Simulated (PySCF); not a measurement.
PySCF input (CCSD(T)/cc-pVDZ):

```python
from pyscf import gto, scf, mp, cc as ccmod

mol = gto.M(
    atom='''
    Si   -0.00000000   -0.00000000    0.00000000
    H     0.87559489    0.85467525    0.83309847
    H    -0.82219976   -0.86546541    0.87529791
    H    -0.88619780    0.85452031   -0.82197187
    H     0.83280267   -0.84373015   -0.88642451
    ''',
    basis='cc-pvdz',
    charge=0,
    spin=0,
    verbose=4,
)

mf = scf.RHF(mol)
mf.conv_tol = 1e-10
mf.max_cycle = 100
mf.kernel()
mp2 = mp.MP2(mf, frozen=5).run()
cc = ccmod.CCSD(mf, frozen=5)
cc.max_cycle = 100
cc.kernel()
et = cc.ccsd_t()
print(f'E(CCSD(T)) = {cc.e_tot + et:.9f}')
```

End of the output:

```
Extra cycle  E= -291.242857152837  delta_E=    0  |g|= 7.55e-09  |ddm|= 1.62e-07
converged SCF energy = -291.242857152837

******** <class 'pyscf.mp.mp2.RMP2'> ********
nocc = 4, nmo = 33
frozen orbitals 5
E(RMP2) = -291.359251450607  E_corr = -0.116394297770326
E(SCS-RMP2) = -291.37211094127  E_corr = -0.129253788433157
E_corr(same-spin) = -0.0120223487206553
E_corr(oppo-spin) = -0.104371949049671

******** <class 'pyscf.cc.ccsd.CCSD'> ********
CC2 = 0
CCSD nocc = 4, nmo = 33
frozen orbitals 5
max_cycle = 100
direct = 0
conv_tol = 1e-07
conv_tol_normt = 1e-05
diis_space = 6
diis_start_cycle = 0
diis_start_energy_diff = 1e+09
Init t2, MP2 energy = -291.3592514506  E_corr(MP2) -0.116394297763502
Init E_corr(CCSD) = -0.116394297763502
cycle = 1  E_corr(CCSD) = -0.139296183027498  dE = -0.0229018853  norm(t1,t2) = 0.0394277
cycle = 2  E_corr(CCSD) = -0.144909497661379  dE = -0.00561331463  norm(t1,t2) = 0.013254
cycle = 3  E_corr(CCSD) = -0.147438244161242  dE = -0.0025287465  norm(t1,t2) = 0.00540905
cycle = 4  E_corr(CCSD) = -0.147378844079218  dE = 5.9400082e-05  norm(t1,t2) = 0.00104642
cycle = 5  E_corr(CCSD) = -0.147351496891577  dE = 2.73471876e-05  norm(t1,t2) = 0.000230078
cycle = 6  E_corr(CCSD) = -0.147357169091269  dE = -5.67219969e-06  norm(t1,t2) = 5.78802e-05
cycle = 7  E_corr(CCSD) = -0.147356657996525  dE = 5.11094745e-07  norm(t1,t2) = 9.52603e-06
cycle = 8  E_corr(CCSD) = -0.147356739436687  dE = -8.14401619e-08  norm(t1,t2) = 1.35136e-06
CCSD converged
E(CCSD) = -291.3902138922736  E_corr = -0.1473567394366866
CCSD(T) correction = -0.00243562711481835
E(CCSD(T)) = -291.392649519
```
